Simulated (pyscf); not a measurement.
Optimised with ωB97X-D3(BJ)/def2-SVP in PySCF. Correlated levels are frozen-core, on RHF or UHF. ΔMP2 is the change of the MP2 total energy from the triple- to the quadruple-zeta basis.

Problem. Estimate the classical barrier height and the reaction energy of SnH₂ [singlet] + HF → F–SnH₃ at CCSD(T)/def2-TZVPP + ΔMP2(QZVPP). The step runs on the singlet surface, breaks F–H and forms F–Sn, H–Sn; take the separated reactants as zero.

Solution. ΔE‡ = 0.97 eV, ΔE = -1.34 eV. Zero-point energy shifts the barrier by +0.01 eV. It is an insertion, with an imaginary mode of 1377i cm⁻¹. On the reactant side the descent ends in a complex, 0.28 eV under the separated species and 1.14 eV under the saddle at ωB97X-D3(BJ)/def2-TZVP. At ωB97X-D3(BJ)/def2-TZVP the barrier from the zero used here is 0.86 eV. The same reactants have a lower exit, to F–SnH: [singlet] + H₂ (barrier 0.00 eV at ωB97M-D3(BJ)/def2-TZVP, against +0.95 eV here). This is the saddle that the search found; another between the same sides may lie lower. The CCSD(T) − MP2 part came from Ansatz, without density fitting, on the same reference. The frozen core leaves the outer d or s,p core shells of the metals and heavy elements correlated in the MP2 and CC values, and def2-TZVPP describes them poorly, which can shift differences by a few kcal/mol. Elements past Kr carry the def2 core potentials, without spin-orbit coupling.
